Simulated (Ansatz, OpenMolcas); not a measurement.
## CH3BO (Borane carbonyl): methods side by side

CH3BO has 6 atoms, charge 0, and is taken as a singlet. SMILES: `[BH3-]C#[O+]`. The coordinates come from a PBE0-D4/def2-TZVP relaxation.

```
atom    x (Å)    y (Å)    z (Å)
   B  -0.2752   0.4197  -0.1999
   C   0.4942  -0.7557   0.3593
   O   1.0683  -1.6311   0.7763
   H  -1.4371   0.1217  -0.0503
   H   0.0695   0.4851  -1.3568
   H   0.0803   1.3602   0.4715
```

Each level gives the vertical ionisation energy (to the doublet cation) (eV). The values are calculated.

| level | kind | program | value (eV) |
| --- | --- | --- | --- |
| HF/def2-TZVP | Hartree–Fock | OpenMolcas | 11.45 |
| SVWN5/def2-TZVP | LDA | Ansatz | 12.16 |
| PBE/def2-TZVP | GGA | OpenMolcas | 12.01 |
| M06-L/def2-TZVP | meta-GGA | OpenMolcas | 12.11 |
| TPSS/def2-TZVP | meta-GGA | OpenMolcas | 12.06 |
| M06-2X/def2-TZVP | hybrid meta-GGA | OpenMolcas | 12.30 |
| wB97X/def2-TZVP | range-separated hybrid | Ansatz | 12.26 |
| B2PLYP/def2-TZVP | double hybrid | Ansatz | 12.15 |
| MP2/def2-TZVP | perturbation theory | Ansatz | 12.18 |

The values span 11.45 to 12.30 eV.
